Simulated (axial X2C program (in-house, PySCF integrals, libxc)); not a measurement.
PS⁻: from the spin-free to the two-component result

All values were computed with an in-house relativistic program for diatomic molecules. Spin-free means the one-electron spin-free X2C Hamiltonian; two-component (2c) means X2C with spin–orbit coupling and atomic mean-field two-electron Coulomb and Gaunt terms, so the difference of the two also holds small scalar two-electron terms. Basis: S dyall-av3z [9s8p3d2f], P dyall-av3z [9s8p3d2f] (cores contracted in-house); Gaussian nuclei, density fitting, unrestricted open shells. Masses: S 31.972 u, P 30.974 u.

Spin-free state: M_S = 1, Λ = 0 (beyond evenly filled blocks: π+α, π-α); fragments S- + P.

| level | Re (Å) | ωe (cm⁻¹) | De (eV) | μ (D) |
| --- | --- | --- | --- | --- |
| PBE0 | 2.004 | 619.7 | 4.021 | -0.20 |
| HF | 2.005 | 625.6 | 2.170 | 0.63 |
| MP2 | 2.005 | 629.1 | 3.745 | n/a |
| CCSD | 2.014 | 611.3 | 3.490 | n/a |
| CCSD(T) | 2.022 | 599.3 | 3.661 | n/a |
| LDA | 2.007 | 600.9 | 4.905 | -0.55 |

Correlated methods: 12 electrons correlated (number of frozen shells: S 2 s, 1 p; P 2 s, 1 p), 198 virtual spin orbitals or spinors in MP2, 90 natural virtuals in coupled cluster.

Dipoles are positive if P is the positive end and refer to the centre of mass.

Two-component determinant lowest at the distance of the search:

Ω = 1 (⟨Sz⟩ = 1.00, ⟨Lz⟩ = 0.00 at HF); fragments S- + P.

```tsv
level	Re (Å)	ωe (cm⁻¹)	De (eV)	μ (D)
PBE0	2.004	619.5	4.019	-0.20
HF	2.006	625.4	2.139	0.63
MP2	2.005	628.9	3.725	n/a
CCSD	2.014	611.1	3.472	n/a
CCSD(T)	2.022	599.1	3.642	n/a
LDA	2.008	600.7	4.884	-0.55
```

(1) From the two tables, how do the constants change at the CCSD(T) level (2c against spin-free)?

The state is a single determinant with fixed occupations, the lowest that a limited PBE0 search found. De is counted from the lowest determinant-based energies of the atoms at the same level, without counterpoise correction. Density functionals use the spin component along the axis (collinear). CCSD and (T) use frozen natural virtuals with an MP2 correction for the truncation; (T) itself is uncorrected, so its De runs slightly low. The 2c atoms are single determinants rather than J levels; their spin–orbit lowering is only partly caught, and De is too large by that part. This holds for PBE0. Other states lie close and PBE0, whose exact exchange favours high spin, may order them wrongly; the determinant shown need not be the ground state. The nearest other spin-free determinant of the search, M_S = 0, Λ = 2, lies 0.65 eV up at the distance of the search. Without a current term, density functionals place determinants with orbital angular momentum somewhat too high. With several unpaired electrons one determinant need not be a pure state. Open-shell Ω = 0 determinants with evenly filled partner blocks cannot be reached by this program, so the Ω shown need not be the lowest component. This is the Ω = 1 component of a π² triplet; the 0⁺ component is not one determinant and can lie lowest. The highest occupied level of some functionals is positive through self-interaction error; at Hartree–Fock it is bound. Hartree–Fock gets electron affinities wrong, so its lowest charge split need not be the true one.

Answers

(1) At the CCSD(T) level Re is unchanged within 0.001 Å and ωe stays the same within 0.2 cm⁻¹; De changes by -0.019 eV.
